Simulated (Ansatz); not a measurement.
Geometry optimisation, UKS PBE-D4/def2-SVP in Ansatz 0.2.0.

input.yaml

```yaml
crystal:
  periodic: [false, false, false]
  atoms:
    - { symbol: Si, position_ang: [-0.517413, 0.67914, -0.158447] }
    - { symbol: H, position_ang: [0.536848, -1.658752, -1.092096] }
    - { symbol: H, position_ang: [-1.3294, -0.169559, -1.082563] }
    - { symbol: H, position_ang: [-1.255675, 1.915759, 0.255836] }
    - { symbol: "N", position_ang: [-0.162973, -0.178998, 1.296225] }
    - { symbol: H, position_ang: [1.081335, -1.26244, -1.304815] }
    - { symbol: Cl, position_ang: [1.155333, 1.37032, -1.268254] }
    - { symbol: H, position_ang: [0.145968, 0.369493, 2.102747] }
    - { symbol: H, position_ang: [0.345876, -1.064962, 1.251366] }
magnetization:
  spin_polarized: true
basis:
  gaussian: { orbitals: def2-SVP }
hamiltonian:
  xc: pbe
  dispersion: d4
relax:
  f_tol: 0.03
  max_steps: 50
output:
  orbitals: {}
```

Command:

```bash
$ ansatz run input.yaml --threads 2 --pin off --max-ram 3072MiB --backend cpu --events-out ev --progress --plain --runs-dir out
```

Task: Where does it end, and by what steps?

Result: It converged. The force dipped under the threshold on the way, but the program's further checks kept it going. After 22 steps the energy has fallen by 0.199 eV; H2 moved furthest, 1.24 Å.

| step | energy less start (eV) | largest force component (eV/Å) | accepted |
| --- | --- | --- | --- |
| 0 | 0.0000 | 1.989 | yes |
| 1 | -0.1401 | 0.099 | yes |
| 2 | -0.1715 | 0.190 | yes |
| 3 | -0.1849 | 0.183 | yes |
| 4 | -0.1889 | 0.144 | yes |
| 5 | -0.1921 | 0.076 | yes |
| 6 | -0.1937 | 0.078 | yes |
| 7 | -0.1947 | 0.082 | yes |
| 8 | -0.1953 | 0.052 | yes |
| 9 | -0.1958 | 0.035 | yes |
| 10 | -0.1962 | 0.060 | yes |
| 11 | -0.1965 | 0.064 | yes |
| 12 | -0.1969 | 0.063 | yes |
| 13 | -0.1972 | 0.066 | yes |
| 14 | -0.1974 | 0.069 | yes |
| 15 | -0.1976 | 0.058 | yes |
| 16 | -0.1979 | 0.035 | yes |
| 17 | -0.1982 | 0.013 | yes |
| 18 | -0.1984 | 0.024 | yes |
| 19 | -0.1985 | 0.058 | yes |
| 20 | -0.1986 | 0.037 | yes |
| 21 | -0.1987 | 0.015 | yes |
| 22 | -0.1988 | 0.017 | yes |

```xyz
9
Properties=species:S:1:pos:R:3
Si -0.747 0.969 -0.055
H 1.598 -2.306 -1.086
H -1.936 0.413 -0.776
H -1.010 2.304 0.571
N -0.313 -0.136 1.201
H 1.478 -1.550 -1.174
Cl 0.734 1.289 -1.523
H 0.401 0.143 1.880
H -0.205 -1.126 0.962
```

Whether the end is a true minimum wasn't checked by a vibrational analysis.

Run time: 42 s on 2 threads of Arm Neoverse V2, on a shared host, peak memory 0.14 GiB.
